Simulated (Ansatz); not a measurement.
Bulk modulus of GeS (Pnma, No. 62) at several levels of theory

No measured value is used here.

**Question.** Put these levels in order of the bulk modulus that they give for GeS (Pnma, No. 62), smallest first: LDA (Ansatz, a program for electronic structure), PBE (Ansatz), PBEsol (Ansatz).

**Answer.** PBE (16.3 GPa), PBEsol (36.4 GPa), LDA (43.2 GPa)

Unless a cell is named, each level is at its own relaxed cell (LDA 18.97, PBE 22.03, PBEsol 19.58 Å³/atom).

LDA, PBEsol, PBE: the bulk modulus is −V dP/dV from two relaxed cells at ±2 % in volume. LDA: LDA has no dispersion term either, though it tends to give short spacings of layers, chains or molecules. PBEsol, PBE: the cell comes from a level without a dispersion term, which matters for the spacing of layers, chains or molecules. PBE: for a layered or molecular solid the relaxed cell lies over 5 % above the published volume, where the minimum can be shallow. Each level is taken at its own relaxed cell. Ansatz's density-functional and Hartree–Fock values are scalar-relativistic unless marked +SOC, with PAW data made under PBE.
